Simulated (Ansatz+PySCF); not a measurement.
# singlet CF2: levels of theory in one basis

```xyz
3

C     0.0000    0.0000   -0.5911
F     0.0000    1.0238    0.1970
F     0.0000   -1.0238    0.1970
```

Basis set: def2-SVP (spherical functions). Correlated methods keep 3 orbitals frozen. Charge 0, multiplicity 1.

Computed with Ansatz (development build ahead of 0.2.0); each method stands on the lowest determinant of its kind that the runs found. NEVPT2 correlates all electrons. Active spaces start from the frontier orbitals, and the lowest solution found is given.

```
        method  E − E(RHF) (eV)  <S²> of the determinant
           RHF             0.00                     0.00
           UHF            -0.01                     0.13
       RHF-MP2           -13.00                        –
       UHF-MP2           -12.88                     0.13
      RHF-CCSD           -13.39                        –
      UHF-CCSD           -13.38                     0.13
   RHF-CCSD(T)           -13.70                        –
   UHF-CCSD(T)           -13.70                     0.13
SC-NEVPT2(2,2)           -13.04                        –
```

Q: What does CASSCF(2,2) give on the same scale?

A: -0.54 eV.

Q: Is a single determinant a sound starting point here?

A: Only with care. Unrestricted orbitals gain 0.01 eV and <S²> is 0.13 against 0.00 for a pure state, so spin symmetry breaks but gains little energy; restricted orbitals can still serve. The CASSCF(2,2) natural occupations are 1.94, 0.06.

Caution for UHF, UHF-MP2, UHF-CCSD, UHF-CCSD(T): the unrestricted determinant is spin contaminated; the determinant breaks the point group. Caution for UHF-MP2: another reference gives a lower total.
